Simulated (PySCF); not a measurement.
PySCF input:

```python
from pyscf import gto, scf, dft

mol = gto.M(
    atom='''
    C     0.04909858    1.10763595    0.28954788
    C     0.03506176   -1.10688107    0.29443337
    C     0.83295606   -0.00625608   -0.44256257
    C    -0.69559174    0.00362713   -0.35442763
    H     0.01183467    1.17045808    1.39196549
    H     0.06324781    2.09009786   -0.18549049
    H    -0.00296470   -1.16436125    1.39711638
    H     0.03674236   -2.09152973   -0.17626532
    H    -1.43800807    0.00657945   -1.14927239
    ''',
    basis='def2-tzvpd',
    charge=-1,
    spin=0,
    verbose=4,
)

mf = dft.RKS(mol, xc='tpssh').density_fit(auxbasis='def2-universal-jkfit')
mf.grids.level = 3
mf.conv_tol = 1e-9
mf.max_cycle = 100
mf.max_memory = 1500
mf.kernel()
if not mf.converged:
    mf = mf.newton()
    mf.kernel(mf.make_rdm1())
mf.analyze()
```

Question: Predict the final energy.

Answer: -155.37464 Eh (TPSSh/def2-TZVPD).

It need not be the lowest isomer of its formula. Whether it binds its extra electron was not tested at this geometry.
